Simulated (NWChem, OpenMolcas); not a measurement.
## How basis sets differ on SiH2S (SMILES [SiH]S)

The species is SiH2S (4 atoms), meant as a singlet with charge 0. SMILES: `[SiH]S`. The shape is that of a PBE0-D4/def2-TZVP optimisation.

```jsonl
{"atom": "Si", "x (Å)": "-0.2628", "y (Å)": "-1.0744", "z (Å)": "0.1611"}
{"atom": "S", "x (Å)": "0.1905", "y (Å)": "0.9588", "z (Å)": "-0.2066"}
{"atom": "H", "x (Å)": "1.0175", "y (Å)": "-1.1908", "z (Å)": "0.9814"}
{"atom": "H", "x (Å)": "-0.8897", "y (Å)": "1.2460", "z (Å)": "-0.9562"}
```

Each level gives the dipole moment (D). The values are calculated.

| level | kind | program | value (D) |
| --- | --- | --- | --- |
| HF/STO-3G | Hartree–Fock | OpenMolcas | 1.21 |
| HF/3-21G | Hartree–Fock | NWChem | 1.46 |
| HF/6-31G | Hartree–Fock | NWChem | 1.40 |
| HF/def2-SVP | Hartree–Fock | NWChem | 0.75 |
| HF/Sadlej pVTZ | Hartree–Fock | NWChem | 0.60 |

The values span 0.60 to 1.46 D. Magnitudes only. Sets without polarisation functions give poor dipoles.
